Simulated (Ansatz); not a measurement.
**C₂H₂O₂S: one species, many methods**

An exercise on one series of results from a longer session: the logs are not shown, and one member is left open.

Computed with Ansatz 0.2.0, Gaussian basis. Level: functionals in def2-TZVPP, the program's frozen cores in correlated methods.

Plan: LDA (SPW92), PBE-D4, revPBE-D4, BLYP-D4, r2SCAN-D4, B97M-V, PBE0-D4, B3LYP-D4, r2SCANh-D4, r2SCAN0-D4, HSE06-D4, BHLYP-D4, CAM-B3LYP-D4, LC-ωPBE, ωB97X-V, ωB97M-V, B2PLYP, PBE-QIDH; CCSD(T)/def2-SVP; CCSD(T)/def2-TZVPP; MP2/def2-QZVPP; extrapolation to the limit; RPA on PBE.

## The geometry

The geometry comes from an earlier relaxation with PBE0-D4 in a triple-zeta def2 set; it is a stationary point, not always the lowest conformer.

SMILES `O=C1SC1O`, 7 atoms, charge 0, spin multiplicity 1.

Atoms are counted from 1 here; the program's logs count them from 0.

Bond lengths: O1–C2 1.188 Å, C2–S3 1.742 Å, C2–C4 1.460 Å, S3–C4 1.902 Å, C4–O5 1.357 Å, C4–H6 1.085 Å, O5–H7 0.964 Å. Angles: O1–C2–S3 142.3°, O1–C2–C4 145.1°, S3–C2–C4 72.3°, C2–S3–C4 47.0°, C2–C4–S3 60.8°, C2–C4–O5 123.1°, C2–C4–H6 119.6°, S3–C4–O5 120.8°, S3–C4–H6 112.1°, O5–C4–H6 111.2°, C4–O5–H7 110.1°.

The first run:

Contents of in.yaml:

```yaml
crystal:
  periodic: [false, false, false]
  atoms:
    - {symbol: O, position_ang: [-0.595329, 1.981098, 0.080474]}
    - {symbol: C, position_ang: [-0.278056, 0.883194, 0.405168]}
    - {symbol: S, position_ang: [0.589422, 0.005238, 1.635167]}
    - {symbol: C, position_ang: [-0.232608, -0.519074, 0.001771]}
    - {symbol: O, position_ang: [0.514683, -0.966981, -1.039108]}
    - {symbol: H, position_ang: [-1.097303, -1.152733, 0.166163]}
    - {symbol: H, position_ang: [1.160492, -0.298641, -1.295334]}
basis:
  gaussian: {orbitals: def2-TZVPP}
hamiltonian: {xc: lda}
output: {orbitals: {seedname: orbitals}}
```

Started as:

```bash
$ ansatz run in.yaml --threads 2 --pin off --events-out ev --progress --plain --max-ram 4352MiB
```

Steps of the session up to this table: LDA; PBE-D4 (GGA); revPBE-D4 (GGA); BLYP-D4 (GGA); r2SCAN-D4 (meta-GGA); B97M-V (meta-GGA); B3LYP-D4 (hybrid); r2SCANh-D4 (hybrid); r2SCAN0-D4 (hybrid); HSE06-D4 (hybrid); BHLYP-D4 (hybrid); CAM-B3LYP-D4 (range-separated); LC-ωPBE (range-separated); ωB97X-V (range-separated); ωB97M-V (range-separated); B2PLYP (double hybrid); PBE-QIDH (double hybrid).

One of the session's tables, all rows but one given; the rest of the session is left out.

It belongs to the step «Frontier levels by functional». 

| functional | HOMO (eV) | LUMO (eV) | gap (eV) |
| --- | --- | --- | --- |
| LDA (SPW92) | ? | ? | ? |
| PBE-D4 | -6.20 | -2.43 | 3.77 |
| revPBE-D4 | -6.13 | -2.33 | 3.79 |
| BLYP-D4 | -6.09 | -2.29 | 3.80 |
| r2SCAN-D4 | -6.48 | -2.28 | 4.21 |
| B97M-V | -6.58 | -2.15 | 4.43 |
| PBE0-D4 | -7.62 | -1.46 | 6.16 |
| B3LYP-D4 | -7.40 | -1.69 | 5.71 |
| r2SCANh-D4 | -7.01 | -1.92 | 5.10 |
| r2SCAN0-D4 | -7.81 | -1.37 | 6.45 |
| HSE06-D4 | -7.22 | -1.84 | 5.38 |
| BHLYP-D4 | -8.95 | -0.33 | 8.63 |
| CAM-B3LYP-D4 | -8.99 | -0.30 | 8.69 |
| LC-ωPBE | -10.26 | 0.86 | 11.11 |
| ωB97X-V | -9.93 | 0.82 | 10.75 |
| ωB97M-V | -9.82 | 0.77 | 10.59 |

Estimate the missing values for LDA (SPW92).

As computed: HOMO (eV): -6.38; LUMO (eV): -2.68; gap (eV): 3.70. In the column «HOMO (eV)» it lies between r2SCAN-D4 (-6.48) and PBE-D4 (-6.20).
